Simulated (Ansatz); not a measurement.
Input file:

```yaml
crystal:
  periodic: [false, false, false]
  atoms:
    - {symbol: Si, position_ang: [0.000000, -0.083231, 0.527232]}
    - {symbol: C, position_ang: [0.000000, 0.076222, -1.305753]}
    - {symbol: H, position_ang: [0.000000, 1.410897, 0.868536]}
basis:
  gaussian: {orbitals: 6-31G}
total_charge: 1
magnetization: {spin_polarized: true, initial_magnetization: 4}
correlation: {method: mp2, electrons: outside_noble_gas}
accuracy: high
output: {forces: true}
```

```sh
$ ansatz run in.yaml --threads 1 --pin off --events-out ev --progress --plain --max-ram 2393MiB
```

Output:

```
536 factors; integrals over basis functions are off by at most 3.7e-9 eV
mean field evaluation 1: about -8891.0277 eV, gradient 1.3e1 eV
mean field evaluation 2: about -8891.0359 eV, gradient 1.3e1 eV
mean field evaluation 4: about -8892.9134 eV, gradient 2.4e0 eV
mean field evaluation 8: about -8893.1241 eV, gradient 2.9e-1 eV
mean field evaluation 16: about -8889.6906 eV, gradient 7.4e0 eV
mean field -8893.12901963 eV, -326.8164634920 hartree, gradient 4.4e-8 eV, S^2 6.010346; 1 other end points of the search recorded, 0 dependent functions left out
6 core orbitals not correlated: weight in the atoms' cores, before any rotation towards them, 1.000 or more for the frozen orbitals, at most 0.000 for the correlated occupied ones
reference -8893.12901963 eV, -326.8164634920 hartree; 6, 2 occupied and 12, 16 virtual orbitals, 536 factors
second order -1.61770625 eV of doubles, -0.00000000 eV of singles
the calculation of the forces begins
Total energy: -8894.74672588 eV, -326.8759131003 hartree
Atom 0 at     0.000000    -0.083231     0.527232 Å, force     0.000000     1.039065     0.212753 eV/Å
Atom 1 at     0.000000     0.076222    -1.305753 Å, force     0.000000    -0.662198    -1.051232 eV/Å
Atom 2 at     0.000000     1.410897     0.868536 Å, force     0.000000    -0.376867     0.838479 eV/Å
Dipole moment:     0.000000    -0.089775     0.345127 e Å
```

Forces (eV/Å):
```
Si   0.000  1.039  0.213
C    0.000 -0.662 -1.051
H    0.000 -0.377  0.838
```

Ran on 1 thread of Arm Neoverse V2, shared host: 0.42 s wall, 0.07 GiB peak host memory.
